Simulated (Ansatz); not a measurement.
A displaced shape of singlet NaH:

```xyz
2

Na   -0.0291   -0.0404   -0.1626
H    -0.0261    0.0418    1.7440
```

It was optimised with HF/def2-SVP in Ansatz (development build ahead of 0.2.0) to forces under 0.001 eV/Å, with restricted orbitals. Each step stands on the lowest determinant of that kind that the program's search found.

What shape does it relax to, and how does the optimisation go?

```yaml
atoms:
  - { symbol: Na, position_ang: [-0.0291, -0.0407, -0.1691] }
  - { symbol: H, position_ang: [-0.0261, 0.0421, 1.7505] }
```

Bond lengths: Na1–H2 1.921 Å.

```tsv
step	E − E(start) (eV)	largest force (eV/Å)
1	0.0000	0.0631
2	-0.0003	0.0305
3	-0.0004	0.0010
4	-0.0004	0.0000
```

The optimisation ended after 4 steps with its threshold met.
